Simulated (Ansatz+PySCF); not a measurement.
Results of a calculation; reference values are marked as such.
# Several solutions for singlet NH3

```yaml
atoms:
  - { symbol: N, position_ang: [0.0000, 0.0000, 0.1216] }
  - { symbol: H, position_ang: [1.9653, 0.0000, -0.7295] }
  - { symbol: H, position_ang: [-0.4679, 0.8105, -0.2837] }
  - { symbol: H, position_ang: [-0.4679, -0.8105, -0.2837] }
```

Basis set: 6-31G (spherical functions). Charge 0, multiplicity 1.

PBE0 (unrestricted) was run from several starts with Ansatz (development build ahead of 0.2.0) and PySCF 2.14.0.

| run | program | start | converged | energy (hartree) | <S²> |
| --- | --- | --- | --- | --- | --- |
| A | Ansatz | atomic start, no search | yes | -56.27426 | 0.00 |
| B | PySCF | program defaults | yes | -56.27426 | 0.00 |
| C | Ansatz | search for the lowest state | yes | -56.29629 | 0.75 |
| D | Ansatz | stability test followed | yes | -56.29629 | 0.75 |

(1) Which runs reached the lowest solution of this kind, and what is wrong with the others?

Results:

(1) C, D reached the lowest solution found. Converged but too high: A by 0.60 eV, B by 0.60 eV. Convergence only shows a stationary point, and even a stable one can lie too high; stability tests and further starts are what find lower ones. Caution: charge can spread falsely over distant fragments. Caution: the unrestricted determinant is spin contaminated.
